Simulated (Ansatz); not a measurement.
# CH₃B (triplet): the correlation ladder at distance B1–C2 = 5.174 Å, cc-pVDZ

How much of the correlation energy of CH₃B (triplet) does each wave-function method recover here?

The runs use Ansatz 0.2.0, Gaussian basis; cc-pVDZ, correlated electrons: outside noble gas.

The runs, in order: UHF; CCSD(T) on ROHF; CCSD(T) on UHF; BCCD(T) on ROHF; CISD; CCSDT(Q) on ROHF; CCSDT(Q) on UHF; CASSCF and MRCISD+Q, 4 electrons in 4 orbitals; CASSCF and NEVPT2, 4 electrons in 4 orbitals.

## Step 1: The system

The geometry derives from a PBE0/def2-TZVP stationary point (not a proven minimum). One bond is set to the value named and the two fragments are kept rigid.

5 atoms, charge 0, spin multiplicity 3.

Atoms are counted from 1 here; the program's logs count them from 0.

Bond lengths: B1–H3 1.194 Å, C2–H4 1.092 Å, C2–H5 1.087 Å. Angles: H4–C2–H5 113.6°.

Geometry (Å):

```xyz
5
CH3B
B     0.00000   -0.47685    2.78541
C     0.00000    0.33032   -2.32524
H     0.00000    0.33365    3.66168
H     0.00000    1.32362   -2.77792
H     0.00000   -0.47871   -3.05195
```

In the tables R marks a restricted open-shell determinant and U an unrestricted one; 'pair' is the active space of 4 electrons in 4 orbitals; correlation energies count from the lowest restricted Hartree-Fock solution.

## Step 2: UHF

The input, in.yaml:

```yaml
crystal:
  periodic: [false, false, false]
  atoms:
    - {symbol: B, position_ang: [0.000000, -0.476855, 2.785414]}
    - {symbol: C, position_ang: [0.000000, 0.330319, -2.325236]}
    - {symbol: H, position_ang: [0.000000, 0.333653, 3.661684]}
    - {symbol: H, position_ang: [0.000000, 1.323618, -2.777922]}
    - {symbol: H, position_ang: [0.000000, -0.478709, -3.051946]}
basis:
  gaussian: {orbitals: cc-pVDZ}
magnetization: {spin_polarized: true, initial_magnetization: 2}
hamiltonian: {xc: hf}
output: {orbitals: {seedname: orbitals}}
```

On the command line:

```bash
> ansatz run in.yaml --threads 1 --pin off --events-out ev --progress --plain --max-ram 2393MiB
```

Further steps of the session: CCSD(T) on ROHF; CCSD(T) on UHF; BCCD(T) on ROHF; CISD; CCSDT(Q) on ROHF; CCSDT(Q) on UHF; CASSCF and MRCISD+Q, 4 electrons in 4 orbitals; CASSCF and NEVPT2, 4 electrons in 4 orbitals.

Q: Predict the results of all the runs planned. Wanted: correlation energy, UCCSDT(Q); RMP2 from UCCSDT(Q); UMP2 from UCCSDT(Q); RCCSD from UCCSDT(Q); RCCSD(T) from UCCSDT(Q); UCCSD(T) from UCCSDT(Q); RCCSDT(Q) from UCCSDT(Q); NEVPT2 pair from UCCSDT(Q); MRCISD+Q pair from UCCSDT(Q).

As calculated:

| quantity | value |
| --- | --- |
| correlation energy, UCCSDT(Q) | -5.6771 eV |
| RMP2 from UCCSDT(Q) | +1405.1 meV |
| UMP2 from UCCSDT(Q) | +1518.4 meV |
| RCCSD from UCCSDT(Q) | +110.4 meV |
| RCCSD(T) from UCCSDT(Q) | +24.9 meV |
| UCCSD(T) from UCCSDT(Q) | +27.5 meV |
| RCCSDT(Q) from UCCSDT(Q) | +0.1 meV |
| NEVPT2 pair from UCCSDT(Q) | +1301.1 meV |
| MRCISD+Q pair from UCCSDT(Q) | +22.3 meV |
| levels within 1 kcal/mol (43 meV) | RCCSD(T), UCCSD(T), BCCD(T), RCCSDT, UCCSDT, RCCSDT(Q), MRCISD+Q pair |
| T1 diagnostic | 0.016 |

**Reading.** RCCSD(T) lands +24.9 meV from the yardstick (0.4 % of the correlation energy). Of the multireference levels listed MRCISD+Q pair comes nearest (+22.3 meV). These misses are within one basis and frozen core, not against nature; frozen cores of the runs differ by up to some meV.
